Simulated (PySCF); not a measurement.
Species: C3H5O (doublet state).
Structure used (GFN2-xTB), in Å, numbered top down from 1:
```xyz
9
C3H5O angstrom
C     -1.499    0.312    0.067
C     -0.145    0.397   -0.115
C      0.717   -0.676   -0.085
O      2.056   -0.594   -0.266
H     -2.123    1.184    0.032
H     -1.974   -0.634    0.250
H      0.290    1.376   -0.297
H      0.384   -1.686    0.088
H      2.307    0.327   -0.417
```

The hyperfine couplings belong to this conformer and change with its torsions.

Identity: `C=C[CH]O` [radical].

Computed, not measured: UKS B3LYP, pcH-1 on C H O, non-relativistic, mean-field spin-orbit, GIAO in PySCF 2.14.0. One conformer (not necessarily the lowest) at the GFN2-xTB geometry, without solvent, vibrations or thermal averaging. A GFN2-xTB geometry isn't a minimum of the functional, and hyperfine couplings can be far from their values at a DFT geometry. The SCF solution wasn't tested for stability. ⟨S²⟩ is 0.773 where a pure state has 0.75.

Problem. What is the g tensor, term by term?

Solution. 
```json
{"Δg (ppm)": "relativistic mass correction", "1": "-179", "2": "-179", "3": "-179"}
{"Δg (ppm)": "gauge correction", "1": "-2", "2": "47", "3": "31"}
{"Δg (ppm)": "orbital Zeeman/spin–orbit", "1": "-5", "2": "873", "3": "1643"}
{"Δg (ppm)": "total", "1": "-186", "2": "741", "3": "1496"}
```

So g = 2.00213, 2.00306, 2.00382 and g_iso = 2.00300; the tensor is rhombic: the two nearest values differ by 45 % of g3 − g1. Axes: g1 is normal to the molecular plane, g2 points within 12° of the C3–O4 bond and g3 points within 12° of the C3–H8 bond.

Problem. What effective moment and Curie constant follow for a powder?

Solution. With the mean of g² = 4.0120 and S(S+1) = 0.75: μ_eff = √(⟨g²⟩S(S+1)) = 1.735 μB and χT = 0.12505·⟨g²⟩·S(S+1) = 0.376 cm³ K/mol (cgs; spin-Hamiltonian part alone).

Problem. What are the electron Larmor frequencies g μB B/h along the three axes at 1200 mT?

Solution. 33.6268, 33.6424, 33.6551 GHz for g1, g2 and g3, a range of 28.3 MHz.

Problem. At 94.124 GHz, how far is the centre of the isotropic spectrum from where a free electron (g = 2.002319) resonates?

Solution. B = hν/(g μB) with μB/h = 13.99624 MHz/mT gives 3358.58 mT for the free electron and 3357.43 mT at g_iso, 1.15 mT lower.

Problem. In a frozen sample, at which fields do the three g values resonate at 9.5, 34, 94 and 263 GHz (hyperfine left aside), and which band first spreads them over more than twice a line width of 0.5 mT?

Solution. 
| band | GHz | B(g3) mT | B(g2) mT | B(g1) mT | spread mT |
| --- | --- | --- | --- | --- | --- |
| X | 9.5 | 338.73 | 338.86 | 339.02 | 0.28 |
| Q | 34.0 | 1212.30 | 1212.76 | 1213.32 | 1.02 |
| W | 94.0 | 3351.65 | 3352.91 | 3354.47 | 2.82 |
| J | 263.0 | 9377.49 | 9381.02 | 9385.37 | 7.88 |

The spread grows in proportion to the frequency. Q band is the first where it exceeds 1.0 mT.

Largest spin populations (Mulliken): C1 (+0.66), C3 (+0.55), C2 (-0.23) and O4 (+0.10). The angles at C1 add up to 360.0°, so it is planar; its axial dipolar tensor and the negative couplings of its protons fit spin in a p orbital normal to that plane.

The HOMO–LUMO gaps are 5.38 eV among the α and 5.94 eV among the β orbitals.

The SMILES draws the unpaired electron on C3; the largest computed Mulliken spin population is on C1 (0.66 against 0.55).
